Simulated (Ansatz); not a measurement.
The cluster SiS₂⁻. Total charge -1; doublet. Geometry relaxed at PBE-D4/def2-TZVPD.

```xyz
3

Si   -0.0819    0.3170    0.4204
S     1.8833   -0.0565    0.0718
S    -1.8014   -0.2605   -0.4921
```

The structure comes from a short search, and lower isomers may exist.

Estimate the harmonic wavenumbers at UKS PBE-D4/def2-TZVPD (Ansatz, unscaled). Is this a minimum?

194, 485, 677 cm⁻¹. Yes, no mode is imaginary beyond noise. Zero-point energy 8.1 kJ/mol. Hardware: 4 threads of Arm Neoverse V1 on a shared host. Wall time 7 s.
